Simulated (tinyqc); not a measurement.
Inside a calculation. Method: CIS and TDHF on RHF in the sto-3g basis, for OH-, spin multiplicity 1. The basis has no diffuse functions, so it cannot describe the extra electron: this is an exercise in the method, not the real anion. Computed by tinyqc, a small Python program that keeps every step (integrals from PySCF). Settings: charge = -1, multiplicity = 1, basis = sto-3g, method = RHF, energy threshold = 1e-10, iteration cap = 78, orthogonalisation = symmetric, start = core, DIIS depth = 6, TDHF = 1. Command: `OMP_NUM_THREADS=1 python tinyqc.py 22145 22146 out.jsonl` (the two numbers bound the seeds that draw the settings). One thread of a shared host (Intel(R) Xeon(R) Processor @ 2.60GHz), about 0.09 s of CPU time with the checks. Later iterations appear only in the table of the cycle.

## One-electron integrals

Geometry (angstrom):
```
atom       x       y       z
O     0.0000  0.0000  0.0000
H     0.0000  0.0000  1.3090
```

Basis sto-3g: exponents (1/bohr^2) and contraction coefficients of normalised primitives:
```
element  l (shell)  exponent  coefficient
O            s (1)  130.7093       0.1543
O            s (1)   23.8089       0.5353
O            s (1)    6.4436       0.4446
O            s (2)    5.0332      -0.1000
O            s (2)    1.1696       0.3995
O            s (2)    0.3804       0.7001
O            p (3)    5.0332       0.1559
O            p (3)    1.1696       0.6077
O            p (3)    0.3804       0.3920
H            s (1)    3.4253       0.1543
H            s (1)    0.6239       0.5353
H            s (1)    0.1689       0.4446
```

Overlap, kinetic and nuclear-attraction integrals over the contracted functions; the nuclear repulsion is the sum of Za Zb / Rab.

nuclear repulsion = 3.234085 hartree

overlap S, lower triangle:
```
         1O 1s   1O 2s  1O 2px  1O 2py  1O 2pz   2H 1s
1O 1s   1.0000
1O 2s   0.2367  1.0000
1O 2px  0.0000  0.0000  1.0000
1O 2py  0.0000  0.0000  0.0000  1.0000
1O 2pz  0.0000  0.0000  0.0000  0.0000  1.0000
2H 1s   0.0236  0.2768  0.0000  0.0000  0.2617  1.0000
```

kinetic energy T (hartree), lower triangle:
```
          1O 1s   1O 2s  1O 2px  1O 2py  1O 2pz   2H 1s
1O 1s   29.0032
1O 2s   -0.1680  0.8081
1O 2px   0.0000  0.0000  2.5287
1O 2py   0.0000  0.0000  0.0000  2.5287
1O 2pz   0.0000  0.0000  0.0000  0.0000  2.5287
2H 1s   -0.0076  0.0177  0.0000  0.0000  0.0880  0.7600
```

nuclear attraction V (hartree), lower triangle:
```
           1O 1s    1O 2s   1O 2px   1O 2py   1O 2pz    2H 1s
1O 1s   -61.0227
1O 2s    -7.2788  -9.4557
1O 2px    0.0000   0.0000  -9.3641
1O 2py    0.0000   0.0000   0.0000  -9.3641
1O 2pz   -0.0083  -0.1038   0.0000   0.0000  -9.4210
2H 1s    -0.7406  -1.8913   0.0000   0.0000  -1.5640  -4.4316
```

core Hamiltonian H = T + V (hartree), lower triangle:
```
           1O 1s    1O 2s   1O 2px   1O 2py   1O 2pz    2H 1s
1O 1s   -32.0195
1O 2s    -7.4468  -8.6476
1O 2px    0.0000   0.0000  -6.8354
1O 2py    0.0000   0.0000   0.0000  -6.8354
1O 2pz   -0.0083  -0.1038   0.0000   0.0000  -6.8923
2H 1s    -0.7482  -1.8737   0.0000   0.0000  -1.4759  -3.6716
```

## Two-electron integrals

Functions are numbered as in S; the eight-fold symmetry (ij|kl) = (ji|kl) = (kl|ij) leaves the list below.

Two-electron integrals (ij|kl) in chemists' order, unique and non-zero (hartree):
```
(11|11) 4.7851   (21|11) 0.7414   (21|21) 0.1369   (22|11) 1.1189
(22|21) 0.2566   (22|22) 0.8172   (31|31) 0.0245   (32|31) 0.0378
(32|32) 0.1805   (33|11) 1.1158   (33|21) 0.2567   (33|22) 0.8170
(33|33) 0.8802   (41|41) 0.0245   (42|41) 0.0378   (42|42) 0.1805
(43|43) 0.0474   (44|11) 1.1158   (44|21) 0.2567   (44|22) 0.8170
(44|33) 0.7853   (44|44) 0.8802   (51|51) 0.0245   (52|51) 0.0378
(52|52) 0.1805   (53|53) 0.0474   (54|54) 0.0474   (55|11) 1.1158
(55|21) 0.2567   (55|22) 0.8170   (55|33) 0.7853   (55|44) 0.7853
(55|55) 0.8802   (61|11) 0.0746   (61|21) 0.0137   (61|22) 0.0255
(61|33) 0.0255   (61|44) 0.0255   (61|51) 0.0006   (61|52) 0.0011
(61|55) 0.0256   (61|61) 0.0014   (62|11) 0.2119   (62|21) 0.0493
(62|22) 0.1779   (62|33) 0.1747   (62|44) 0.1747   (62|51) 0.0037
(62|52) 0.0300   (62|55) 0.1841   (62|61) 0.0050   (62|62) 0.0513
(63|31) 0.0048   (63|32) 0.0292   (63|53) 0.0060   (63|63) 0.0067
(64|41) 0.0048   (64|42) 0.0292   (64|54) 0.0060   (64|64) 0.0067
(65|11) 0.1660   (65|21) 0.0391   (65|22) 0.1507   (65|33) 0.1442
(65|44) 0.1442   (65|51) 0.0073   (65|52) 0.0527   (65|55) 0.1635
(65|61) 0.0041   (65|62) 0.0529   (65|65) 0.0607   (66|11) 0.4005
(66|21) 0.0947   (66|22) 0.3938   (66|33) 0.3799   (66|44) 0.3799
(66|51) 0.0078   (66|52) 0.0908   (66|55) 0.4212   (66|61) 0.0097
(66|62) 0.1542   (66|65) 0.1821   (66|66) 0.7746
```

## Orthogonalisation

S = U s U^T; symmetric (Loewdin) form X = U s^(-1/2) U^T, so that X^T S X = 1.

eigenvalues of S: 0.5854  0.8439  1.0000  1.0000  1.1366  1.4341

X, lower triangle:
```
          1O 1s    1O 2s  1O 2px  1O 2py   1O 2pz   2H 1s
1O 1s    1.0224
1O 2s   -0.1267   1.0558
1O 2px   0.0000   0.0000  1.0000
1O 2py   0.0000   0.0000  0.0000  1.0000
1O 2pz  -0.0036   0.0313  0.0000  0.0000   1.0288
2H 1s    0.0153  -0.1560  0.0000  0.0000  -0.1444  1.0615
```

## Starting guess

The start is the orbitals of the core Hamiltonian; D = 2 C_occ C_occ^T.

D at the start, lower triangle:
```
          1O 1s    1O 2s  1O 2px  1O 2py   1O 2pz   2H 1s
1O 1s    2.1220
1O 2s   -0.5200   2.2153
1O 2px   0.0000   0.0000  2.0000
1O 2py   0.0000   0.0000  0.0000  2.0000
1O 2pz  -0.0182   0.0999  0.0000  0.0000   2.1003
2H 1s    0.0482  -0.2014  0.0000  0.0000  -0.2414  0.0441
```

## Iteration 1: building the Fock matrix

J_ij = sum D_kl (ij|kl), K_ij = sum D_kl (ik|jl); F = H + J - 0.5 K; E = tr D H + tr D J / 2 - 0.25 tr D K + E_nn.

Coulomb J (hartree), lower triangle:
```
          1O 1s   1O 2s  1O 2px  1O 2py  1O 2pz   2H 1s
1O 1s   18.5279
1O 2s    3.5320  8.7774
1O 2px   0.0000  0.0000  8.7702
1O 2py   0.0000  0.0000  0.0000  8.7702
1O 2pz   0.0021  0.0012  0.0000  0.0000  8.7684
2H 1s    0.3530  1.8451  0.0000  0.0000  1.5336  3.9311
```

exchange K (hartree), lower triangle:
```
         1O 1s   1O 2s  1O 2px  1O 2py  1O 2pz   2H 1s
1O 1s   9.8368
1O 2s   1.7143  2.8560
1O 2px  0.0000  0.0000  2.3535
1O 2py  0.0000  0.0000  0.0000  2.3535
1O 2pz  0.0008  0.0051  0.0000  0.0000  2.3541
2H 1s   0.1827  0.5162  0.0000  0.0000  0.3191  0.1613
```

Fock matrix F (hartree), lower triangle:
```
           1O 1s    1O 2s  1O 2px  1O 2py   1O 2pz   2H 1s
1O 1s   -18.4101
1O 2s    -4.7719  -1.2982
1O 2px    0.0000   0.0000  0.7580
1O 2py    0.0000   0.0000  0.0000  0.7580
1O 2pz   -0.0066  -0.1052  0.0000  0.0000   0.6991
2H 1s    -0.4865  -0.2867  0.0000  0.0000  -0.1019  0.1789
```

total energy of this density = -72.934309 hartree

## Iteration 1: diagonalisation and new density

Diagonalise F' = X^T F X, C = X C', fill 5 alpha and 5 beta electrons from the bottom; D = 2 C_occ C_occ^T. Each column has its largest component positive (the first on a tie).

F' = X^T F X (hartree), lower triangle:
```
          1        2       3       4        5       6
1  -18.0445
2   -2.6020  -0.3919
3    0.0000   0.0000  0.7580
4    0.0000   0.0000  0.0000  0.7580
5   -0.0124  -0.0483  0.0000  0.0000   0.7688
6   -0.0285  -0.2055  0.0000  0.0000  -0.2380  0.3088
```

orbital energies (hartree): MO1 -18.4202, MO2 -0.1357, MO3 0.3258, MO4 0.7580, MO5 0.7580, MO6 0.8713

coefficients C:
```
            MO1      MO2      MO3      MO4     MO5      MO6
1O 1s    0.9939  -0.2290   0.1448   0.0000  0.0000  -0.0208
1O 2s    0.0251   0.8475  -0.6470   0.0000  0.0000   0.1370
1O 2px   0.0000   0.0000   0.0000  -0.1468  0.9892   0.0000
1O 2py   0.0000   0.0000   0.0000   0.9892  0.1468   0.0000
1O 2pz   0.0015   0.1325   0.2492   0.0000  0.0000   1.0003
2H 1s   -0.0041   0.3471   0.8554   0.0000  0.0000  -0.5657
```

D after iteration 1, lower triangle:
```
          1O 1s    1O 2s  1O 2px  1O 2py  1O 2pz   2H 1s
1O 1s    2.1225
1O 2s   -0.5257   2.2748
1O 2px   0.0000   0.0000  2.0000
1O 2py   0.0000   0.0000  0.0000  2.0000
1O 2pz   0.0144  -0.0977  0.0000  0.0000  0.1593
2H 1s    0.0807  -0.5187  0.0000  0.0000  0.5183  1.7045
```

Within a degenerate level the vectors are fixed only up to a rotation; this is one choice.

## Iteration 8 (converged): orbitals

converged F (hartree), lower triangle:
```
           1O 1s    1O 2s  1O 2px  1O 2py   1O 2pz   2H 1s
1O 1s   -19.5071
1O 2s    -4.9956  -1.8163
1O 2px    0.0000   0.0000  0.1776
1O 2py    0.0000   0.0000  0.0000  0.1776
1O 2pz   -0.0144   0.0193  0.0000  0.0000   0.5515
2H 1s    -0.5085  -0.4048  0.0000  0.0000  -0.2463  0.1004
```

As before.

F' = X^T F X (hartree), lower triangle:
```
          1        2       3       4        5       6
1  -19.1418
2   -2.6375  -0.8816
3    0.0000   0.0000  0.1776
4    0.0000   0.0000  0.0000  0.1776
5   -0.0385   0.1077  0.0000  0.0000   0.6626
6   -0.0245  -0.2724  0.0000  0.0000  -0.3896  0.2937
```

orbital energies (hartree): MO1 -19.5153, MO2 -0.5886, MO3 0.0882, MO4 0.1776, MO5 0.1776, MO6 0.9486

coefficients C:
```
            MO1      MO2      MO3      MO4     MO5      MO6
1O 1s    0.9946  -0.2536   0.0712   0.0000  0.0000  -0.0547
1O 2s    0.0221   0.9720  -0.3594   0.0000  0.0000   0.2860
1O 2px   0.0000   0.0000   0.0000   0.9805  0.1965   0.0000
1O 2py   0.0000   0.0000   0.0000  -0.1965  0.9805   0.0000
1O 2pz   0.0016  -0.0069   0.4728   0.0000  0.0000   0.9256
2H 1s   -0.0036   0.1581   0.7834   0.0000  0.0000  -0.7304
```

D after iteration 8, lower triangle:
```
          1O 1s    1O 2s  1O 2px  1O 2py  1O 2pz   2H 1s
1O 1s    2.1174
1O 2s   -0.5002   2.1487
1O 2px   0.0000   0.0000  2.0000
1O 2py   0.0000   0.0000  0.0000  2.0000
1O 2pz   0.0740  -0.3532  0.0000  0.0000  0.4472
2H 1s    0.0243  -0.2559  0.0000  0.0000  0.7386  1.2775
```

Within a degenerate level the vectors are fixed only up to a rotation; this is one choice.

## Convergence

Stop when the energy changes by less than 1e-10 hartree and every element of the error matrix X^T (F D S - S D F) X is below 3e-06.

Course of the cycle:
```
iteration  E (hartree)     change  largest element of the error matrix
1           -72.934309          -                             4.92e-01
2           -73.964092  -1.03e+00                             2.40e-01
3           -74.033708  -6.96e-02                             7.37e-02
4           -74.040510  -6.80e-03                             3.90e-03
5           -74.040518  -8.40e-06                             9.61e-04
6           -74.040519  -6.27e-07                             1.36e-05
7           -74.040519  -1.12e-10                             2.85e-07
8           -74.040519  -2.84e-14                             2.11e-11
```

PySCF RHF in the same basis = -74.040519 hartree

Converged in 8 iterations.

## Populations, bond orders and dipole

Mulliken: Z minus the diagonal of D S on the atom; Loewdin: the same with S^(1/2) D S^(1/2); Mayer order: 2 sum_s sum (D(s) S)_ij (D(s) S)_ji over the two atoms.

Charges (e):
```
atom  Mulliken  Loewdin
1O     -0.5995  -0.6111
2H     -0.4005  -0.3889
```

Mayer bond orders:
```
pair   order
2-1   0.8396
```

dipole moment about the origin, x y z (debye): 0.0000  0.0000  -1.9446

## Integrals over molecular orbitals

(pq|rs) = sum C_ip C_jq C_kr C_ls (ij|kl), one index at a time.

one-electron integrals over orbitals h = C^T H C (hartree), lower triangle:
```
          1        2        3        4        5        6
1  -32.0031
2    0.6171  -7.1610
3   -0.1667   0.6431  -4.7793
4    0.0000   0.0000   0.0000  -6.8354
5    0.0000   0.0000   0.0000   0.0000  -6.8354
6    0.1302  -0.6454  -1.5806   0.0000   0.0000  -5.7690
```

Two-electron integrals over orbitals (pq|rs), unique and non-zero (hartree):
```
(11|11) 4.7479      (21|11) -0.4560     (21|21) 0.0687      (22|11) 1.0675
(22|21) -0.0194     (22|22) 0.7496      (31|11) 0.1272      (31|21) -0.0193
(31|22) 0.0061      (31|31) 0.0117      (32|11) -0.1653     (32|21) 0.0055
(32|22) -0.0700     (32|31) 0.0089      (32|32) 0.1065      (33|11) 0.6379
(33|21) -0.0050     (33|22) 0.5378      (33|31) -5.34e-05   (33|32) 0.0311
(33|33) 0.6118      (41|41) 0.0259      (42|41) 0.0348      (42|42) 0.1622
(43|41) -0.0089     (43|42) -0.0367     (43|43) 0.0248      (44|11) 1.1154
(44|21) -0.0133     (44|22) 0.7780      (44|31) 0.0038      (44|32) -0.0915
(44|33) 0.5180      (44|44) 0.8802      (51|51) 0.0259      (52|51) 0.0348
(52|52) 0.1622      (53|51) -0.0089     (53|52) -0.0367     (53|53) 0.0248
(54|54) 0.0474      (55|11) 1.1154      (55|21) -0.0133     (55|22) 0.7780
(55|31) 0.0038      (55|32) -0.0915     (55|33) 0.5180      (55|44) 0.7853
(55|55) 0.8802      (61|11) -0.0984     (61|21) 0.0149      (61|22) -0.0033
(61|31) 0.0074      (61|32) 0.0198      (61|33) -0.0034     (61|44) -0.0028
(61|55) -0.0028     (61|61) 0.0245      (62|11) 0.1282      (62|21) -0.0040
(62|22) 0.0668      (62|31) 0.0156      (62|32) 0.0591      (62|33) 0.0025
(62|44) 0.0716      (62|55) 0.0716      (62|61) 0.0249      (62|62) 0.1140
(63|11) 0.3140      (63|21) -0.0048     (63|22) 0.1696      (63|31) -0.0021
(63|32) -0.0995     (63|33) -0.0306     (63|44) 0.1855      (63|55) 0.1855
(63|61) -0.0079     (63|62) 0.0139      (63|63) 0.1866      (64|41) 0.0066
(64|42) 0.0270      (64|43) 0.0158      (64|64) 0.0380      (65|51) 0.0066
(65|52) 0.0270      (65|53) 0.0158      (65|65) 0.0380      (66|11) 0.9448
(66|21) -0.0117     (66|22) 0.6765      (66|31) 0.0090      (66|32) -0.0036
(66|33) 0.5947      (66|44) 0.6717      (66|55) 0.6717      (66|61) 0.0079
(66|62) 0.0728      (66|63) 0.0878      (66|66) 0.7043
```

## CIS matrix, singlets

A(ia,jb) = (e_a - e_i) d_ij d_ab + 2 (ia|jb) - (ij|ab).

CIS matrix A, singlet (hartree), lower triangle:
```
         1>6     2>6     3>6     4>6     5>6
1>6  19.5682
2>6   0.0615  1.0888
3>6  -0.0248  0.0315  0.6389
4>6   0.0000  0.0000  0.0000  0.1754
5>6   0.0000  0.0000  0.0000  0.0000  0.1754
```

## CIS singlet states

dipole integrals <i|r|a> (bohr):
```
          x        y        z
1>6  0.0000   0.0000   0.0587
2>6  0.0000   0.0000   0.1652
3>6  0.0000   0.0000  -1.2372
4>6  0.0479  -0.0096   0.0000
5>6  0.0096   0.0479   0.0000
```

Diagonalise A (1 hartree = 27.211386 eV); each vector has its largest component positive (the first on a tie). The transition dipole is mu = sqrt2 sum c_ia <i|r|a>.

singlet excitation energies (eV): 4.7720  4.7720  17.3251  29.6834  532.4832

lowest vectors:
```
     state 1  state 2  state 3  state 4  state 5
1>6   0.0000   0.0000   0.0015  -0.0032   1.0000
2>6   0.0000   0.0000  -0.0697   0.9976   0.0033
3>6   0.0000   0.0000   0.9976   0.0697  -0.0013
4>6  -0.2321   0.9727   0.0000   0.0000   0.0000
5>6   0.9727   0.2321   0.0000   0.0000   0.0000
```

oscillator strengths 2/3 w |mu|^2: 0.0006  0.0006  1.3172  0.0089  0.0967

Within a degenerate level the vectors are fixed only up to a rotation; this is one choice.

## TDHF (RPA) singlet states

B(ia,jb) = 2 (ia|jb) - (ib|ja); the squared energies are the eigenvalues of (A - B)(A + B); 1 hartree = 27.211386 eV.

TDHF matrix B, singlet (hartree), lower triangle:
```
         1>6     2>6     3>6     4>6     5>6
1>6   0.0245
2>6   0.0249  0.1140
3>6  -0.0079  0.0139  0.1866
4>6   0.0000  0.0000  0.0000  0.0380
5>6   0.0000  0.0000  0.0000  0.0000  0.0380
```

squared energies w^2 (hartree^2): 0.0293  0.0293  0.3711  1.1760  382.9202

TDHF energies from the positive w^2 (eV): 4.6585  4.6585  16.5763  29.5087  532.4818

## CIS matrix, triplets

A(ia,jb) = (e_a - e_i) d_ij d_ab - (ij|ab).

CIS matrix A, triplet (hartree), lower triangle:
```
         1>6     2>6     3>6     4>6     5>6
1>6  19.5191
2>6   0.0117  0.8608
3>6  -0.0090  0.0036  0.2657
4>6   0.0000  0.0000  0.0000  0.0993
5>6   0.0000  0.0000  0.0000  0.0000  0.0993
```

## CIS triplet states

Diagonalise A (1 hartree = 27.211386 eV); each vector has its largest component positive (the first on a tie).

triplet excitation energies (eV): 2.7032  2.7032  7.2281  23.4228  531.1422

lowest vectors:
```
     state 1  state 2  state 3  state 4  state 5
1>6   0.0000   0.0000   0.0005  -0.0006   1.0000
2>6   0.0000   0.0000  -0.0061   1.0000   0.0006
3>6   0.0000   0.0000   1.0000   0.0061  -0.0005
4>6  -0.1938   0.9810   0.0000   0.0000   0.0000
5>6   0.9810   0.1938   0.0000   0.0000   0.0000
```

Within a degenerate level the vectors are fixed only up to a rotation; this is one choice.

## TDHF (RPA) triplet states

B(ia,jb) = - (ib|ja); the squared energies are the eigenvalues of (A - B)(A + B); 1 hartree = 27.211386 eV.

TDHF matrix B, triplet (hartree), lower triangle:
```
         1>6      2>6      3>6      4>6      5>6
1>6  -0.0245
2>6  -0.0249  -0.1140
3>6   0.0079  -0.0139  -0.1866
4>6   0.0000   0.0000   0.0000  -0.0380
5>6   0.0000   0.0000   0.0000   0.0000  -0.0380
```

squared energies w^2 (hartree^2): 0.0084  0.0084  0.0357  0.7276  380.9939

TDHF energies from the positive w^2 (eV): 2.4975  2.4975  5.1387  23.2104  531.1408
